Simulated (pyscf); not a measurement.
Single points on ωB97X-D3(BJ)/def2-SVP structures (PySCF, gas phase).

**Question.** Estimate the classical barrier height and the reaction energy of Cl–C•(Cl)–Cl (SMILES Cl[C](Cl)Cl) + F–F (SMILES FF) → F–C(Cl)(Cl)–Cl (SMILES FC(Cl)(Cl)Cl) + F• (SMILES [F]) at ωB97M-D3(BJ)/def2-TZVP. The step runs on the doublet surface, breaks F–F and forms C–F; take the separated reactants as zero.

**Answer.** ΔE‡ = 0.0 kcal/mol, ΔE = -69.5 kcal/mol. Zero-point energy shifts the barrier by -0.2 kcal/mol. It is an atom transfer, with an imaginary mode of 450i cm⁻¹. This is the saddle that the search found; another between the same sides may lie lower. The angle at the transferred F is 180°. Left out: the spin-orbit lowering of F.
